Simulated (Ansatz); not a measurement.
A calculation with Ansatz (development build ahead of 0.2.0).

```yaml
crystal:
  periodic: [false, false, false]
  atoms:
    - { symbol: "N", position_ang: [0.0, 0.0, -1.28981] }
    - { symbol: "N", position_ang: [0.0, 0.0, -0.07375] }
    - { symbol: O, position_ang: [0.0, 0.0, 1.19312] }
basis:
  gaussian: { orbitals: def2-TZVP }
hamiltonian:
  xc: hf
correlation:
  method: mp2
  frozen_orbitals: { "N": 1, O: 1 }
```

The input is written out in the form of the current development build from the run's settings.

Output:

- Converged: yes
- Reference energy: -183.70674 hartree
- Correlation energy: -0.67592 hartree
- Total energy: -184.38266 hartree
- Spin squared of the determinant: 0.000

Caution: in another basis set an unrestricted determinant lies well below.
